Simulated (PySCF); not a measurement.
# Bond dissociation energies of methylene fluoride

Molecule: methylene fluoride, `FCF` (CH2F2). Atom numbers as in the mapped SMILES `[F:1][CH2:2][F:3]`.

These are calculated values, M06-2X/def2-TZVP in PySCF (grid level 3) at geometries from PBE0-D3(BJ)/def2-SVP. Zero-point and thermal terms (298.15 K, 1 bar) come from unscaled PBE0-D3(BJ)/def2-SVP harmonic frequencies, with soft modes damped to free rotors in the entropy.

```csv
bond,r / Å,radicals,BDE(298 K) / kJ/mol,BDFE / kJ/mol,D₀ / kJ/mol,Dₑ / kJ/mol
C2–H,1.104,F[CH]F + H•,418,381,411,447
F1–C2,1.344,F• + [CH2]F,502,457,496,518
```

Homolysis to relaxed radicals in the gas phase; the table need not hold every single bond outside rings.

Weakest of these: C2–H (418 kJ/mol); strongest: F1–C2 (502 kJ/mol).

Hardware: 1 thread of Arm Neoverse V1, shared with other jobs. Command: `OMP_NUM_THREADS=1 python redox_run.py task.json out`. Structures, frequencies and single points: 57 s.
